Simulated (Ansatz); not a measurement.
# How the smallest direct gap on the k points sampled of zinc-blende InAs moves with the method

No measured value is used here.

```tsv
level (code)	value (eV)	cell (Å³/atom)
r²SCAN+SOC (Ansatz)	0.11	27.79
r²SCAN+rVV10 (Ansatz)	0.13	28.13
B3LYP (VWN-RPA form) (Ansatz)	0.58	27.79
HSE06 (Ansatz)	0.50	27.79
HSE06+SOC (Ansatz)	0.38	27.79
HSE06-D3(BJ) (Ansatz)	0.60	27.32
LC-ωPBE (Ansatz)	4.83	26.81
PBE0 (Ansatz)	1.01	27.79
PBE0+SOC (Ansatz)	0.93	27.79
r²SCAN0 (Ansatz)	1.27	27.79
r²SCANh (Ansatz)	0.52	28.24
Hartree–Fock (Ansatz)	5.96	27.79
```

Computed values are for a static lattice. Spin–orbit coupling is included only where a level's name says +SOC; with heavier elements it mostly lowers gaps and can invert bands.  Values are at the measured cell; r²SCAN+rVV10 at the level's own relaxed cell; HSE06-D3(BJ) at the level's own equilibrium cell; LC-ωPBE at the level's own equilibrium cell; r²SCANh at the level's own equilibrium cell. Cutoffs and k meshes differ between the levels. Ansatz's density-functional and Hartree–Fock values are scalar-relativistic unless marked +SOC, with PAW data made under PBE.

Ansatz is a quantum-chemistry and plane-wave program.
